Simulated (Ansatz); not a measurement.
Molecule: C$_{6}$H$_{5}$, net charge 0, doublet state. It need not be the lowest isomer of its formula. 
Structure (B3LYP-D3(BJ)/def2-TZVP (Ansatz, a first-principles code) minimum search):
```xyz
11

C     -0.0001     1.3914    -0.0045
C      1.2208     0.7691    -0.0030
C      1.2089    -0.6297     0.0015
C      0.0001    -1.3184     0.0042
C     -1.2088    -0.6298     0.0026
C     -1.2208     0.7690    -0.0019
H      2.1535     1.3185    -0.0052
H      2.1458    -1.1733     0.0028
H      0.0001    -2.4006     0.0077
H     -2.1457    -1.1735     0.0048
H     -2.1537     1.3183    -0.0032
```
Charge 0, spin multiplicity 2.

Total electronic energies in hartree. Cores are frozen in the correlated levels unless marked. UHF or UKS for open shells. Spin-orbit coupling is left out. Non-relativistic. 

The UHF reference is spin-contaminated (<S^2> 0.58 over the pure value in the largest basis). The T1 diagnostic of CCSD in the largest basis is 0.046, which is high, so the coupled-cluster rows are less sure than usual.

```
level                               program  energy (Eh)
---------------------------  --------------  -----------
HF/6-31G                             Ansatz   -229.98658
HF/cc-pVDZ                           Ansatz   -230.08200
RI-HF/cc-pVTZ                        Ansatz   -230.13777
SVWN5/def2-TZVPD                     Ansatz   -229.50171
PBE-D4/def2-TZVPD            Ansatz + dftd4   -231.34783
BLYP-D3(BJ)/def2-TZVPD       Ansatz + dftd3   -231.56725
r2SCAN-D3(BJ)/def2-TZVPD     Ansatz + dftd3   -231.51224
r2SCAN-D4/def2-TZVPD         Ansatz + dftd4   -231.51191
PBE0-D3(BJ)/def2-TZVP        Ansatz + dftd3   -231.36916
PBE0/def2-TZVP                       Ansatz   -231.36045
BHLYP-D4/def2-TZVPD          Ansatz + dftd4   -231.51264
r2SCAN0-D4/def2-TZVPD        Ansatz + dftd4   -231.48671
HSE06/def2-TZVPD                     Ansatz   -231.34797
CAM-B3LYP/def2-TZVPD                 Ansatz   -231.50754
wB97M-V/def2-TZVPD                   Ansatz   -231.54187
B2GP-PLYP-D3(BJ)/def2-TZVPD  Ansatz + dftd3          [?]
RPA@PBE/cc-pVTZ                      Ansatz   -231.54345
RI-MP2/cc-pVTZ                       Ansatz   -231.00291
CCSD/6-31G*                          Ansatz   -230.81714
CCSD/cc-pVDZ                         Ansatz   -230.85954
CCSD(T)/6-31G                        Ansatz   -230.52866
CCSD(T)/cc-pVDZ                      Ansatz   -230.89464
```

Task: Some entries are withheld; supply them.

Result: 
- B2GP-PLYP-D3(BJ)/def2-TZVPD, energy (Eh): -231.38698
